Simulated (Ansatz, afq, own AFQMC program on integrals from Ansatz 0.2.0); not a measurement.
## Where AFQMC and coupled cluster stand for C, triplet

A free C atom.

Basis aug-cc-pVTZ. Noble-gas cores (and the filled d shells of Ga–Kr and In–Xe) are frozen. Integrals, coupled cluster, full CI and functionals: Ansatz 0.2.0; the random walks run on the same integrals in our own AFQMC program. ph-AFQMC/CISD is guided by a CISD state made of CCSD amplitudes; releasing the constraint for a short imaginary time cuts its bias at the price of noise, slowly where states lie close. Free AFQMC starts from the CCSD state and is never constrained. Its projection time is finite, and what remains of the start isn't in its error. Uncertainties: one standard error, sampling alone.

Determinant: UHF, the one that the program's search chose, which needn't be the lowest solution.

Full CI on the same integrals is exact in this basis and with this determinant's frozen core.

- T1 diagnostic: 0.0095
- weight of the determinant in the CISD state: 0.949
- ⟨S²⟩ of the determinant: 2.010
- size of the correlated space: 4 electrons in 45 orbitals

| level | correlation energy (eV) |
| --- | --- |
| MP2 | -1.8435 |
| CCSD | -2.3903 |
| CCSD(T) | -2.4494 |

Q: Estimate where free-projection AFQMC lies against CCSD(T) on the same integrals.

A: 0.34 ± 0.01 kcal/mol below CCSD(T).

Reference: full CI, correlation energy -2.464 eV. The released energy is read at 1.50 1/Eh (meV from the phaseless value at times in 1/Eh: -1.1 ± 0.8 at 0.24, -2.7 ± 0.9 at 0.50, -3.9 ± 0.6 at 1.00, -5.4 ± 0.6 at 1.50).

| level | E − E(reference) (kcal/mol) | share of correlation (%) |
| --- | --- | --- |
| CCSD(T) | 0.34 | 99.40 |
| CCSDT | 0.03 | 99.95 |
| CCSDT(Q) | 0.00 | 99.99 |
| ph-AFQMC/HF | 3.22 ± 0.22 | 94.34 |
| ph-AFQMC/CISD | 0.15 ± 0.02 | 99.74 |
| released AFQMC | 0.02 ± 0.01 | 99.96 |
| free AFQMC | 0.01 ± 0.01 | 99.99 |

CCSDT and higher add their correlation energy to the determinant of the CCSD(T) run, since their own runs factorise the integrals more tightly (a shift of under 2 meV). Free projections are given only where their last times agree within the noise and don't stop above the reference; a slow remainder of the start can still hide under it. A walk keeps the symmetry of its determinant, which the program's search chose and which needn't be the lowest solution, so a lower state of the same spin and another symmetry isn't excluded. Released energies are given only where the last usable release times agree within the noise; a slower fall can still hide under it.
